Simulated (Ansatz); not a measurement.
# C2H2N2: the cost of one run

Program: Ansatz 0.2.0. Level of theory: the levels named in each step. These are calculated values, not measurements.

## (1) The structure to begin with

Bond lengths: H1–N2 1.020 Å, N2–C3 1.257 Å, C3–C4 1.430 Å, C4–N5 1.146 Å, C3–H6 1.088 Å. Angles: H1–N2–C3 115.7°, N2–C3–C4 125.9°, N2–C3–H6 118.3°, C4–C3–H6 115.8°, C3–C4–N5 176.9°.

As a file:

```xyz
6

H    -1.5296   -1.1592   -0.0001
N    -1.6731   -0.1492    0.0042
C    -0.6286    0.5493    0.0032
C     0.7123    0.0536   -0.0024
N     1.7640   -0.4017   -0.0055
H    -0.7322    1.6319    0.0075
```

## (2) A rough first relaxation, PBE-D4/def2-SVP

This run stands in another session on the same molecule. It ended at:

```xyz
6

H    -1.4803   -1.1612   -0.0001
N    -1.7169   -0.1511    0.0039
C    -0.6473    0.5579    0.0035
C     0.7055    0.0369   -0.0017
N     1.7856   -0.4228   -0.0061
H    -0.7338    1.6648    0.0074
```

## (3) Relaxation, r2SCAN-D4/def2-TZVPP

input.yaml

```yaml
crystal:
  periodic: [false, false, false]
  atoms:
    - { symbol: H, position_ang: [-1.48025066, -1.16116699, -7.807e-05] }
    - { symbol: "N", position_ang: [-1.71693713, -0.15108841, 0.00394667] }
    - { symbol: C, position_ang: [-0.64725907, 0.55794408, 0.0035257] }
    - { symbol: C, position_ang: [0.70546496, 0.03690489, -0.00173984] }
    - { symbol: "N", position_ang: [1.78562405, -0.42280024, -0.00610127] }
    - { symbol: H, position_ang: [-0.73383215, 1.66484667, 0.00743682] }
basis:
  gaussian: { orbitals: def2-TZVPP }
hamiltonian:
  xc: r2scan
  dispersion: d4
relax:
  f_tol: 0.002
  max_steps: 150
```

On the command line:

```console
$ ansatz run input.yaml --threads 4 --pin off --max-ram 10240MiB --backend cpu --events-out ev --progress --plain --runs-dir out
```

**Question.** How long does this run take on 4 threads of AMD EPYC 9R45 (Zen 5), shared host, and how much memory does it need?

About 4.7 s, with a peak of 0.27 GiB.
